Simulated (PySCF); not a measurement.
# Neon: a sound run and one with changed settings

Sound run: Ne [Ne], Ne⁺ [He] 2s2 2p5. Calculation: PySCF 2.14, in cc-pVDZ-DK (3s2p1d, 14 functions); the spin-free X2C one-electron Hamiltonian (Gaussian nucleus). In the sound run the correlated levels freeze 1s2. The sound run starts from symmetry-adapted Hartree-Fock orbitals and uses a fine grid where one is needed.

Changed run: basis STO-3G, all-electron and non-relativistic. This setting is unsound on purpose.

```tsv
species	method	sound run (hartree)	changed run (hartree)	converged
Ne	UHF	-128.62519	-126.60453	yes
Ne	BP86	-129.04239	-126.91906	yes
Ne	TPSS	-129.04871	-126.93976	yes
Ne	MP2	-128.81092	-126.60453	yes
Ne⁺	UHF	-127.90320	-126.06147	yes
Ne⁺	BP86	-128.25815	-126.33771	yes
Ne⁺	TPSS	-128.27461	-126.36432	yes
Ne⁺	MP2	-128.03717	-126.06147	yes
```

Ionisation energy of Ne:

```tsv
method	sound run (eV)	changed run (eV)
UHF	19.646	14.777
BP86	21.340	15.819
TPSS	21.064	15.659
MP2	21.055	14.777
SCS-MP2	20.931	14.777
```

A minimal basis cannot let orbitals breathe on ionisation and holds almost no correlation. The Hamiltonian changed with the basis, so the totals do not compare.

For comparison, NIST gives 21.565 eV between the lowest levels.
